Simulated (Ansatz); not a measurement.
Method: DFT, BLYP, plane waves (420 eV) with PAW, scalar-relativistic (Ansatz 0.2.0). (PAW data from PBE, frozen cores regenerated.)

An element in the fcc structure gives this curve. The cell is scaled uniformly from the relaxed one, with fractional coordinates and shape fixed. Energies are extrapolated to zero smearing, pressures are those at the given smearing. Magnetic state: spin not included.

| V (Å³/atom) | E − E₀ (meV/atom) | P (GPa) |
| --- | --- | --- |
| 37.443 | 35.5 | 2.56 |
| 39.145 | 14.6 | 1.55 |
| 40.847 | 3.3 | 0.71 |
| 42.549 | 0.0 | 0.01 |
| 44.251 | 3.5 | -0.57 |
| 45.953 | 12.6 | -1.06 |
| 47.655 | 26.3 | -1.47 |

Question: Which element is it?
A. sodium
B. thallium
C. calcium
D. lanthanum

Answer: C. Its fit is V₀ = 42.47 Å³/atom, B₀ = 15.9 GPa, B₀′ = 3.5.
